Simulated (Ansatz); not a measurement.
Relaxation of HLiN (3 atoms, charge -1, multiplicity 1), to a largest force component of 0.02 eV/Å in at most 40 steps.

All numbers below come from RKS PBE-D4/def2-TZVP (Ansatz).

```xyz
3
Properties=species:S:1:pos:R:3
Li -1.087 0.717 -0.513
N 0.234 0.042 0.133
H 0.852 -0.759 0.380
```

Problem. Where does it end, and by what steps?

Solution. The run converged. Limits of this set-up: an anion without diffuse functions, the dipole of an ion depends on the origin. After 3 steps the energy has fallen by 0.042 eV; Li1 moved furthest, 0.05 Å.

| step | energy less start (eV) | largest force component (eV/Å) | accepted |
| --- | --- | --- | --- |
| 0 | 0.0000 | 1.007 | yes |
| 1 | -0.0322 | 0.443 | yes |
| 2 | -0.0423 | 0.028 | yes |
| 3 | -0.0424 | 0.006 | yes |

```xyz
3
Properties=species:S:1:pos:R:3
Li -1.120 0.753 -0.527
N 0.237 0.002 0.130
H 0.883 -0.755 0.397
```

Whether the end is a true minimum wasn't checked by a vibrational analysis.

Run time: 3.3 s on 1 thread of Arm Neoverse N1, with other jobs on the host, peak memory 0.093 GiB.
